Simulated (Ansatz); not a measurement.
## [Cl···H···S], triplet in cc-pVDZ: errors against UCCSDT(Q)

Geometry: a point of a hydrogen-transfer path between rigid fragments, not a stationary point.

```xyz
3

Cl    0.0000    0.0000   -1.4533
H     0.0000    0.0000   -0.0803
S     0.0000    0.0000    1.5337
```

Basis cc-pVDZ; Ansatz 0.2.0. Correlated methods freeze the noble-gas cores, which leaves 14 electrons in 31 orbitals. R marks a restricted (for open shells ROHF) determinant, U an unrestricted one. Active spaces: pair = (4e, 4o) about the gap; valence = (14e, 9o) chosen from the atoms' valence shells.

Full CI isn't at hand for all of this; UCCSDT(Q) serves as the reference, and is uncertain by the last step of the cluster series or more. The frozen core follows each run's orbitals, which can shift R against U totals by a few meV.

HF rows: RHF is the lowest solution found, UHF is the lowest solution found. Coupled cluster chose its determinant by a search with trial CCSD, here up to 0.13 eV above the lowest Hartree–Fock solution of its kind, and MP2 stands on that determinant too.

- UHF ⟨S²⟩: 2.012
- ⟨S²⟩ of the determinant under UCCSD: 2.025
- T1 diagnostic (RCCSD): 0.0185
- largest doubles amplitude (RCCSD): 0.062
- T1 diagnostic (UCCSD): 0.0109

```
                    level  E − E(UCCSDT(Q)) (kcal/mol)  share of correlation (%)  wall time
                     RHF†                       179.64                         –          –
                     UHF†                       176.39                         –     0.48 s
                     RMP2                        24.51                     86.59          –
                     UMP2                        25.33                     86.13          –
                    RCCSD                         4.13                     97.74          –
                    UCCSD                         4.00                     97.81          –
                 RCCSD(T)                         0.73                     99.60      4.8 s
                 UCCSD(T)                         0.72                     99.60        6 s
                  BCCD(T)                         0.72                     99.61        4 s
                   RCCSDT                         0.31                     99.83          –
                   UCCSDT                         0.30                     99.84          –
                RCCSDT(Q)                         0.01                     99.99       17 s
  CASSCF (valence space)†                       168.86                         –          –
  NEVPT2 (valence space)†                        35.77                         –        2 s
  MRCISD (valence space)†                        16.16                         –          –
MRCISD+Q (valence space)†                         1.19                         –      3.3 s
```

A dagger marks rows that describe another state than the reference (another or a broken symmetry, a higher spin or other natural occupations), so the difference holds a gap between states beside the method's error.

The correlation energy at UCCSDT(Q), counted from the determinant under the R cluster runs, is -7.922 eV. That run took 17 s on 1 thread of Arm Neoverse V2, shared host.

Run but not shown, since their state, orbitals or frozen core can't be matched to the reference's or they repeat it: CISD, CASSCF (pair space), NEVPT2 (pair space), MRCISD (pair space), MRCISD+Q (pair space).

Times hold each run's SCF and search for its determinant on a shared host, so for small cases they say little of a method's own cost; they ran on 1 thread of Arm Neoverse V2. Some runs computed forces too.
